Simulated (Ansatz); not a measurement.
Basis-set extrapolation for CH₂Cl₂O (`OC(Cl)Cl`) (PBE0-D4/def2-TZVP geometry, frozen core, the Gaussian-basis code of Ansatz). Multiplicity 1, RHF reference.

```tsv
	def2-TZVPP	def2-QZVPP
HF	-1032.957379	-1032.988144
MP2 correlation	-0.788939	-0.859506
CCSD(T) correlation	-0.860079	not run
```

Energies in hartree. Use E(X) = E(∞) + A·exp(−7.88·√X) for Hartree–Fock and E(X) = E(∞) + B·X^(−2.97) for correlation, with X = 3 and 4, and add CCSD(T) minus MP2 of the smaller set to the MP2 limit.

Task: What is the CCSD(T) energy at the basis-set limit?

Result: HF limit: -1032.988144 + (-0.030765) × 0.13774 = -1032.99238. MP2 limit: -0.859506 + (-0.070567) × 0.74074 = -0.91178. Higher-order term: -0.860079 − (-0.788939) = -0.07114. Total: -1033.97530 hartree, 414.4 kJ/mol below CCSD(T)/def2-TZVPP.
